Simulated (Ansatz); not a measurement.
**NH₃+ (doublet): the correlation ladder at a displaced geometry (v2), cc-pVTZ**

One table from this session's results is given with a row withheld; the runs are named, their logs left out.

Method: cc-pVTZ, core rule «outside noble gas», up to 1 orbitals frozen; program: Ansatz 0.2.0, Gaussian basis.

The runs, in order: UHF; CCSD(T) on ROHF; CCSD(T) on UHF; BCCD(T) on ROHF; CCSDT(Q) on ROHF; CCSDT(Q) on UHF; CASSCF and MRCISD+Q, 7 electrons in 7 orbitals; CASSCF and NEVPT2, 7 electrons in 7 orbitals.

11 further runs of the same task are left out: 2 that didn't finish, 9 set aside as unsound or not needed.

## The geometry

The geometry is a PBE0/def2-TZVP stationary point (not a proven minimum) with its atoms shifted at random (size 0.100 Å).

4 atoms, charge 1, spin multiplicity 2.

Atoms are counted from 1 here; the program's logs count them from 0.

Bond lengths: N1–H2 0.860 Å, N1–H3 1.052 Å, N1–H4 1.097 Å. Angles: H2–N1–H3 124.1°, H2–N1–H4 118.9°, H3–N1–H4 117.0°.

Geometry (Å):

```
N     0.0153    0.0056   -0.0022
H     0.8744    0.0278    0.0094
H    -0.5969    0.8615   -0.0015
H    -0.4900   -0.9674    0.0223
```

The first run:

The input, in.yaml:

```yaml
crystal:
  periodic: [false, false, false]
  atoms:
    - {symbol: N, position_ang: [0.015286, 0.005622, -0.002168]}
    - {symbol: H, position_ang: [0.874433, 0.027751, 0.009356]}
    - {symbol: H, position_ang: [-0.596891, 0.861518, -0.001517]}
    - {symbol: H, position_ang: [-0.489957, -0.967398, 0.022291]}
basis:
  gaussian: {orbitals: cc-pVTZ}
total_charge: 1
magnetization: {spin_polarized: true, initial_magnetization: 1}
hamiltonian: {xc: hf}
output: {orbitals: {seedname: orbitals}}
```

Launch:

```console
$ ansatz run in.yaml --threads 1 --pin off --events-out ev --progress --plain --max-ram 2393MiB
```

Steps of the session up to this table: UHF; CCSD(T) on ROHF; CCSD(T) on UHF; BCCD(T) on ROHF; CCSDT(Q) on ROHF; CCSDT(Q) on UHF; CASSCF and MRCISD+Q, 7 electrons in 7 orbitals; CASSCF and NEVPT2, 7 electrons in 7 orbitals.

One of the session's tables, all rows but one given; the rest of the session is left out.

```
          method  from UCCSDT(Q) (kcal/mol)
            ROHF                    +130.10
             UHF                          ?
            RMP2                     +14.81
            UMP2                     +15.03
           RCCSD                      +3.24
           UCCSD                      +3.18
        RCCSD(T)                      +0.32
        UCCSD(T)                      +0.30
         BCCD(T)                      +0.32
          RCCSDT                      +0.11
          UCCSDT                      +0.08
       RCCSDT(Q)                      +0.03
       UCCSDT(Q)                          0
  CASSCF valence                     +85.21
  NEVPT2 valence                     +15.74
  MRCISD valence                      +3.09
MRCISD+Q valence                      +0.40
```

**Question.** Estimate the row for UHF.

**Answer.** from UCCSDT(Q) (kcal/mol): +126.66. In the column «from UCCSDT(Q) (kcal/mol)» it lies between CASSCF valence (+85.21) and ROHF (+130.10).

Among the levels timed on like hardware and quicker than the yardstick, those that no quicker one beats, quickest first: UCCSD(T) (2.2 s, +0.30 kcal/mol).

To keep in mind: Of the multireference levels listed MRCISD+Q valence comes nearest in total energy (+0.40 kcal/mol), which doesn't show that its space is the better one. Restricted and unrestricted rows rest on different reference determinants; where their highest levels disagree by more than a few hundredths of an eV, they describe different states and don't form one ladder.
